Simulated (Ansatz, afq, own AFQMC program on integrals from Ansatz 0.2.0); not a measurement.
Two steps: Ansatz 0.2.0 writes the Fock matrix and Cholesky factors of the valence space, and afq projects on them the lowest state that overlaps trial and start.

```yaml
crystal:
  periodic: [false, false, false]
  atoms:
    - {symbol: Si, position_ang: [0.000000, 0.000000, 0.649966]}
    - {symbol: B, position_ang: [0.000000, 0.000000, -1.342837]}
    - {symbol: H, position_ang: [0.000000, -1.075954, -1.853888]}
    - {symbol: H, position_ang: [0.000000, 1.075954, -1.853888]}
basis:
  gaussian: {orbitals: cc-pVDZ}
magnetization: {spin_polarized: true, initial_magnetization: 3}
correlation: {method: ccsd_t, electrons: outside_noble_gas, hamiltonian_folder: ham}
```

```sh
$ ansatz run in.yaml --threads 1 --pin off --events-out ev --progress --plain --max-ram 1843MiB
```

Options of the walk:

```
--method phaseless --trial hf --walkers 120 --populations 1 --least-time 40 --time-step 0.005 --steps-per-block 20 --equilibration-blocks 112 --max-blocks 600 --target-error 0.00108 --factor-cut 1e-05 --start spin_pure --seed 8193 --taylor-order 6
```

Times are imaginary, in 1/Eh. The walk had a cap of 1002 s.

Log:

```
orbitals 36  electrons 6 3  factors 274 of 402
reference energy -314.65889767 Eh
CCSD correlation -0.16812419 Eh in 12 cycles, weight of the determinant in the CISD state 0.8684
energy of the start -314.658939 Eh
 block  time / (1/Eh)  mean weight  energy / Eh
     1     0.100  1.0000  -314.686389
     2     0.200  1.0004  -314.707029
     3     0.300  1.0011  -314.724646
     4     0.400  1.0006  -314.738177
     5     0.500  1.0003  -314.747619
    10     1.000  1.0005  -314.782236
    86     8.600  0.9999  -314.836561
   171    17.100  0.9998  -314.827809
   222    22.200  0.9991  -314.804933
   256    25.600  0.9993  -314.860530
   341    34.100  0.9996  -314.844255
   426    42.600  1.0017  -314.832529
   511    51.100  0.9998  -314.837861
   596    59.600  0.9999  -314.848019
   681    68.100  1.0022  -314.840860
   698    69.800  1.0019  -314.827778
blocks merged  error / Eh  count
     1  0.000528  600
     2  0.000711  300
     4  0.000935  150
     8  0.001234  75
    16  0.001561  37
    32  0.001888  18
    64  0.001941  9
energy -314.834297 +/- 0.001888 Eh
(rows thinned)
```

The run passed its tests (sampling time, drift between the halves within three errors, error under three times the target), which doesn't prove that it has relaxed.

Against this walk (error 51.4 meV) on the same determinant: CCSD(T) 41.8 meV higher (within the noise), CCSDT(Q) 6.5 meV lower (within the noise), a separate phaseless walk with a CISD trial and standard settings 21.2 ± 52.2 meV higher (within the noise). The error is statistical and leaves out the bias of the constraint.

Cautions: constraint bias not in the error; error above the target (51.4 against 29.4 meV); lower spins were not checked.

The walk took 4.1 min on 1 thread of Arm Neoverse V1 (shared host). The log's last line is the phaseless energy.

CCSDT and higher add their correlation energy to the determinant of the CCSD(T) run, since their own runs factorise the integrals more tightly (a shift of under 2 meV). A walk keeps the symmetry of its determinant, which the program's search chose and which needn't be the lowest solution, so a lower state of the same spin and another symmetry isn't excluded.
